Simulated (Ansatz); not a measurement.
# SiHO2+ (triplet): from Hartree-Fock to the top rungs, def2-TZVPP

An exercise on one series of results from a longer session: the logs are not shown, and one member is left open.

The runs use Ansatz 0.2.0, Gaussian basis; def2-TZVPP, core rule «outside noble gas», up to 7 orbitals frozen.

Plan: UHF; ROHF; CCSD(T) on UHF.

2 further runs of the same task are left out: 2 set aside as unsound or not needed.

### What is computed

The geometry is a PBE0/def2-TZVP stationary point (not a proven minimum) of the parent state, kept for this charge and spin.

4 atoms, charge 1, spin multiplicity 3.

Atoms are counted from 1 here; the program's logs count them from 0.

Bond lengths: O1–Si3 1.627 Å, O1–H4 0.965 Å, O2–Si3 1.525 Å. Angles: Si3–O1–H4 116.9°, O1–Si3–O2 127.5°.

Set-up of the first run:

Contents of in.yaml:

```yaml
crystal:
  periodic: [false, false, false]
  atoms:
    - {symbol: O, position_ang: [0.000000, 0.199858, 1.434628]}
    - {symbol: O, position_ang: [0.000000, 0.406627, -1.385152]}
    - {symbol: Si, position_ang: [0.000000, -0.387106, -0.083158]}
    - {symbol: H, position_ang: [0.000000, 1.159459, 1.531796]}
basis:
  gaussian: {orbitals: def2-TZVPP}
total_charge: 1
magnetization: {spin_polarized: true, initial_magnetization: 2}
hamiltonian: {xc: hf}
output: {orbitals: {seedname: orbitals}}
```

Command:

```bash
$ ansatz run in.yaml --threads 1 --pin off --events-out ev --progress --plain --max-ram 4096MiB --backend cpu
```

Steps of the session up to this table: UHF; ROHF; CCSD(T) on UHF.

One table of the session follows, with a row left open; its other results are not shown here.

```
  method  from UCCSD(T) (kJ/mol)
    ROHF                       ?
     UHF                 +1372.2
    UMP2                   +94.8
   UCCSD                   +48.8
UCCSD(T)                       0
```

**Question.** Estimate the row for ROHF.

**Answer.** from UCCSD(T) (kJ/mol): +1387.4. In the column «from UCCSD(T) (kJ/mol)» it is the highest.
